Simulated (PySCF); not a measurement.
Level of theory: PySCF, PBE0, basis B def2-TZVP, O def2-TZVP, H def2-TZVP (no relativity, density fitting). Open shells, if any, are unrestricted.

Q: What shape and geometry does isolated singlet HBO take (every ligand bound to B)?

A: Counting electrons, boron keeps none of its valence electrons outside its bonds, so the VSEPR class is AX2 and the expected shape is linear; with unlike ligands the computed point group is C∞v. The lowest minimum found is a singlet of C∞v symmetry with B–H 1.173 Å, B–O 1.198 Å; H–B–O 180.0°. Its harmonic wavenumbers are 777 (π), 1877 (σ+), 2890 (σ+) cm⁻¹ and its dipole moment is 2.76 D.

Only a few start shapes were tried, so a lower isomer may exist.
